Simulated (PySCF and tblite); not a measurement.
Values are calculated unless marked as measured or tabulated.
C₅H₈, numbered as in [CH2:1]=[CH:2][CH2:3][CH:4]=[CH2:5].

The ensemble was built from 90 distance-geometry starts (ETKDG and KDG, MMFF94s, GFN2-xTB) and rests on PBE0-D3(BJ)/def2-SVP geometries. Free energies are B3LYP-D3(BJ)/def2-TZVP (IEF-PCM, chloroform) single points with GFN2-xTB rigid-rotor and vibrational terms (modes under about 100 cm⁻¹ blended into free rotors). Symmetry numbers and mirror images are counted. Conformers within 3 kcal/mol (GFN2-xTB free energy) were kept, 8 at most. Couplings: B3LYP/pcJ-1 (gas phase; spin-dipole term only for pairs with B, N, F, Si or P). Couplings are for ¹³C, ¹H. Of two unlike H on one atom, a is the less shielded (PBE0/pcSseg-1 (IEF-PCM, chloroform)). Codes: tblite and PySCF.

Torsions listed: C1–C2–C3–C4, C2–C3–C4–C5. Of a mirror pair one member is shown.

| conformer | shape | weight % |
| --- | --- | --- |
| 1 | 118°, -12° | 46.1 |
| 2 | 118°, 118° | 33.4 |
| 3 | -122°, 122° | 20.5 |

**Question.** Give the couplings in each conformer and the averages at 298.15 K (pairs that fast motion interchanges averaged).

**Answer.** 
```json
{"coupling": "¹J(C1,C2)", "pairs": "2", "1": "77.5", "2": "76.6", "3": "77.7", "average (Hz)": "77.2"}
{"coupling": "¹J(C1,H1b)", "pairs": "2", "1": "168.3", "2": "168.5", "3": "168.9", "average (Hz)": "168.5"}
{"coupling": "¹J(C1,H1a)", "pairs": "2", "1": "165.0", "2": "164.0", "3": "164.4", "average (Hz)": "164.5"}
{"coupling": "²J(C1,H2)", "pairs": "2", "1": "0.6", "2": "1.7", "3": "0.9", "average (Hz)": "1.0"}
{"coupling": "³J(C1,H3)", "pairs": "4", "1": "6.8", "2": "7.4", "3": "7.1", "average (Hz)": "7.0"}
{"coupling": "¹J(C2,C3)", "pairs": "2", "1": "45.3", "2": "44.1", "3": "45.0", "average (Hz)": "44.8"}
{"coupling": "²J(H1b,C2)", "pairs": "2", "1": "-0.2", "2": "-0.4", "3": "-0.5", "average (Hz)": "-0.3"}
{"coupling": "²J(H1a,C2)", "pairs": "2", "1": "-1.9", "2": "-1.7", "3": "-1.7", "average (Hz)": "-1.8"}
{"coupling": "¹J(C2,H2)", "pairs": "2", "1": "160.5", "2": "162.0", "3": "159.7", "average (Hz)": "160.8"}
{"coupling": "²J(C2,H3)", "pairs": "4", "1": "-7.5", "2": "-6.9", "3": "-7.2", "average (Hz)": "-7.2"}
{"coupling": "³J(C2,H4)", "pairs": "2", "1": "4.6", "2": "2.4", "3": "3.1", "average (Hz)": "3.5"}
{"coupling": "⁴J(C2,H5a)", "pairs": "2", "1": "-0.8", "2": "-1.8", "3": "-1.6", "average (Hz)": "-1.3"}
{"coupling": "⁴J(C2,H5b)", "pairs": "2", "1": "-0.7", "2": "-1.7", "3": "-1.4", "average (Hz)": "-1.2"}
{"coupling": "³J(H1b,C3)", "pairs": "2", "1": "12.0", "2": "12.5", "3": "12.5", "average (Hz)": "12.3"}
{"coupling": "³J(H1a,C3)", "pairs": "2", "1": "7.3", "2": "7.9", "3": "7.8", "average (Hz)": "7.6"}
{"coupling": "²J(H2,C3)", "pairs": "2", "1": "5.5", "2": "5.7", "3": "5.4", "average (Hz)": "5.5"}
{"coupling": "¹J(C3,H3)", "pairs": "2", "1": "131.1", "2": "132.7", "3": "132.4", "average (Hz)": "131.9"}
{"coupling": "²J(H1b,H1a)", "pairs": "2", "1": "2.2", "2": "2.3", "3": "2.1", "average (Hz)": "2.2"}
{"coupling": "³J(H1b,H2)", "pairs": "2", "1": "11.5", "2": "11.0", "3": "11.2", "average (Hz)": "11.3"}
{"coupling": "⁴J(H1b,H3)", "pairs": "4", "1": "-2.2", "2": "-1.4", "3": "-1.8", "average (Hz)": "-1.9"}
{"coupling": "³J(H1a,H2)", "pairs": "2", "1": "18.4", "2": "17.9", "3": "17.9", "average (Hz)": "18.1"}
{"coupling": "⁴J(H1a,H3)", "pairs": "4", "1": "-2.5", "2": "-1.7", "3": "-1.9", "average (Hz)": "-2.1"}
{"coupling": "³J(H2,H3)", "pairs": "4", "1": "6.4", "2": "8.5", "3": "8.5", "average (Hz)": "7.5"}
{"coupling": "²J(H3,H3)", "pairs": "1", "1": "-21.2", "2": "-14.4", "3": "-15.1", "average (Hz)": "-17.6"}
```

Only couplings over up to 4 bonds are listed; longer-range ones, if any, are left out.
